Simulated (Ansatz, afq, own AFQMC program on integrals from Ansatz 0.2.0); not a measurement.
**Atomization energy of BNH, doublet**

```tsv
atom	x (Å)	y (Å)	z (Å)
B	0.0000	0.0000	1.1532
N	0.0000	0.0000	-0.0803
H	0.0000	0.0000	-1.0729
```

Connectivity, by distances: B–NH.

Atoms in their ground-state spins without spin–orbit coupling (mostly on UHF) minus the molecule (UHF), without zero-point energy. The geometry is a stationary point, not shown to be a minimum.

Basis 6-31G. Only valence electrons are correlated. Integrals, coupled cluster, full CI and functionals: Ansatz 0.2.0; the random walks run on the same integrals in our own AFQMC program. ph-AFQMC/CISD is guided by a CISD state made of CCSD amplitudes; releasing the constraint for a short imaginary time cuts its bias at the price of noise, slowly where states lie close. Uncertainties: one standard error, sampling alone. The errors of all members are added in quadrature.

No full CI on the walks' own integrals is used here; CCSDTQ serves as the reference and is uncertain by about the last step of the cluster series. Each member takes its own surest rung, up to full CI.

Errors are counted within 6-31G, not against nature.

Cautions: BNH (doublet): unrestricted determinant spin contaminated (⟨S²⟩ 0.87 against 0.75), its ph-AFQMC/CISD value lies 19 ± 9 meV above CCSDTQ; other spins of the molecule weren't checked.

```csv
level,atomization energy (eV)
CCSD,8.350
MP2,8.693
```

(1) From these cheaper values, estimate the atomization energy at the reference level in 6-31G.

(1) 8.522 eV (CCSDTQ in 6-31G).

```json
{"level": "HF", "atomization energy (eV)": "6.005", "error against CCSDTQ (eV)": "-2.516"}
{"level": "CCSD(T)", "atomization energy (eV)": "8.489", "error against CCSDTQ (eV)": "-0.032"}
{"level": "ph-AFQMC/HF", "atomization energy (eV)": "8.542 ± 0.048", "error against CCSDTQ (eV)": "0.020 ± 0.048"}
{"level": "ph-AFQMC/CISD", "atomization energy (eV)": "8.505 ± 0.009", "error against CCSDTQ (eV)": "-0.016 ± 0.009"}
{"level": "released AFQMC", "atomization energy (eV)": "8.515 ± 0.009", "error against CCSDTQ (eV)": "-0.007 ± 0.009"}
```

Correlation beyond CCSD(T) adds 0.032 eV. The perturbative (T) step is worth +0.139 eV. Where the cautions show a poor determinant, the low rows tell how each method copes with it, not its usual error.

A walk keeps the symmetry of its determinant, which the program's search chose and which needn't be the lowest solution, so a lower state of the same spin and another symmetry isn't excluded. Released energies are given only where the last usable release times agree within the noise; a slower fall can still hide under it.
